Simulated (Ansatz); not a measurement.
**BCl⁺, doublet: the ladder up to full CI**

Geometry: a point of a stretch scan, not a stationary point.

```xyz
2

B     0.0000    0.0000    0.0000
Cl    0.0000    0.0000    1.7520
```

Basis 6-31G; Ansatz 0.2.0. Correlated methods freeze the noble-gas cores, which leaves 9 electrons in 16 orbitals. Prefix R: restricted or restricted open-shell reference; prefix U: unrestricted. Active spaces: valence = (9e, 8o) chosen from the atoms' valence shells; pair = (3e, 3o) about the gap.

Full CI is exact within this basis and frozen core; it isn't the basis-set limit. The frozen core follows each run's orbitals, which can shift R against U totals by a few meV.

For open shells CISD and CISDTQ are restricted-active-space CI with the open shells as a complete middle space.

```
UHF ⟨S²⟩                          : 0.763
T1 diagnostic (RCCSD)             : 0.0426
largest doubles amplitude (RCCSD) : 0.051
T1 diagnostic (UCCSD)             : 0.0361
```

```
   level  E − E(RHF) (eV)
     UHF          -0.0503
    RMP2          -2.1296
    UMP2          -2.1603
   RCCSD          -2.5191
   UCCSD          -2.5190
RCCSD(T)          -2.6691
UCCSD(T)          -2.6671
```

Estimate how far full CI in 6-31G lies from RCCSD(T). The table doesn't fix it; the size of (T) and the diagnostics are the guide.

Full CI in 6-31G lies 0.58 kcal/mol below RCCSD(T), which is 17 % of the (T) step (-3.46 kcal/mol). T1 is raised, but (T) still catches most of what CCSD lacks.

The other levels:

```tsv
level	E − E(full CI) (kcal/mol)	share of correlation (%)	wall time
CISD	5.29	91.49	1 s
BCCD(T)	0.51	99.17	1.7 s
RCCSDT	-0.28	100.45	–
UCCSDT	-0.26	100.42	–
CISDTQ	0.25	99.59	5.5 s
RCCSDT(Q)	0.09	99.86	8 s
UCCSDT(Q)	-0.25	100.41	7.5 s
RCCSDTQ	-0.12	100.20	49 s
UCCSDTQ	-0.12	100.19	49 s
CASSCF (pair space)	52.66	15.25	–
NEVPT2 (pair space)	12.17	80.41	0.64 s
MRCISD (pair space)	4.95	92.03	–
MRCISD+Q (pair space)	1.13	98.19	1 s
CASSCF (valence space)	18.47	70.28	–
NEVPT2 (valence space)	4.93	92.06	3.8 s
MRCISD (valence space)	0.44	99.29	–
MRCISD+Q (valence space)	0.16	99.75	4.6 s
```

The correlation energy at full CI, counted from RHF, is -2.694 eV. That run took 32 s on 1 thread of AMD EPYC 7R43, shared host over 1,989,600 determinants.

Times hold each run's SCF and search for its determinant on a shared host, so for small cases they say little of a method's own cost; they ran on 1 thread of AMD EPYC 7R43.

More than 5 meV below full CI, which no variational method can be: RCCSDT, UCCSDT, UCCSDT(Q), RCCSDTQ, UCCSDTQ.

The full-CI state has the irrep A1 of C2v, in the program's axes (one component, if the state is degenerate).

Natural occupations of full CI about the gap: 1.992 1.954 1.954 1.948 0.996 0.050 0.050 0.033 0.006 0.005; effectively unpaired electrons, Σ n²(2−n)², 1.05.
